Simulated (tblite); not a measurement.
C3H8FN (charge +1 and doublet state).
Numbering: `[NH2+:1][CH2:2][CH2:3][CH2:4][F:5]` (hydrogens: H6, H7 on N1; H8, H9 on C2; H10, H11 on C3; H12, H13 on C4)

Geometry (GFN2-xTB, Å), atoms numbered from 1 in this order:
```
atom  x, y, z in Å
N1     2.0170   -0.2091   -0.1473
C2     0.6932   -0.4546    0.1918
C3    -0.3109    0.5819   -0.2679
C4    -1.7495    0.1475    0.0093
F5    -1.7868   -0.6110    1.1454
H6     2.2751    0.5611   -0.7476
H7     2.7572   -0.7905    0.2189
H8     0.3871   -1.4610   -0.1750
H9     0.6034   -0.6173    1.2894
H10   -0.1992    0.8145   -1.3301
H11   -0.1168    1.5131    0.2804
H12   -2.1570   -0.4763   -0.7964
H13   -2.4172    1.0022    0.1611
```

The geometry is computed with GFN2-xTB (gas phase). This method treats the open shell by occupation alone, without spin polarisation.

Masses are those of the commonest isotopes; rigid-rotor values at the optimised geometry. The values belong to one conformer with, in the numbering `[NH2+:1][CH2:2][CH2:3][CH2:4][F:5]`, H–N1–C2–C3 -6° and 172°, N1–C2–C3–C4 173°, C2–C3–C4–F5 32°.

Q: What are A, B and C (cm⁻¹)?

A: Ia = 40.47, Ib = 192.98, Ic = 221.76 u·Å²; 505379 MHz·u·Å²/I gives 12489, 2619 and 2279 MHz, that is A = 0.41658, B = 0.08735, C = 0.07602 cm⁻¹.

Q: What kind of rotor is it?

A: A near-prolate asymmetric top; Ray's κ = -0.933.

Q: Is it planar, by Δ = Ic − Ia − Ib?

A: Not planar: Δ = Ic − Ia − Ib = -11.69 u·Å². For a rigid frame Δ = −2 Σ m c², so Σ m c² = 5.84 u·Å² lies off the ab plane: 4.92 from hydrogen and 0.92 from heavier atoms. The atom farthest from that plane is 1.23 Å away.

Q: Give the other two planar moments, Paa and Pbb, and the rms extents of the mass along the axes.

A: Paa = Σ m a² = (Ib + Ic − Ia)/2 = 187.14 and Pbb = Σ m b² = (Ia + Ic − Ib)/2 = 34.62 u·Å². With the mass M = 77.06 u, the rms extents √(P/M) along a, b and c are 1.56, 0.67, 0.28 Å.

Q: Where do the levels up to J = 2 lie, in K?

A: Above 0(0,0), as E/k:
J = 1: 1(0,1) 0.235, 1(1,1) 0.709, 1(1,0) 0.725
J = 2: 2(0,2) 0.705, 2(1,2) 1.163, 2(1,1) 1.211, 2(2,1) 2.633, 2(2,0) 2.633
The levels of one J sum to (2J + 1)J(J + 1)(A + B + C)/3.

For this open shell read J as N, the rotation without spin; fine and hyperfine splittings come on top. Its GFN2-xTB frequencies are all real (lowest 63 cm⁻¹). No vibrational averaging or centrifugal distortion is included, and the geometry carries the error of its method.

Time: 0.28 s. Hardware: one thread, Arm Neoverse V1 (aarch64), on a shared host. These figures are those of the optimisation.
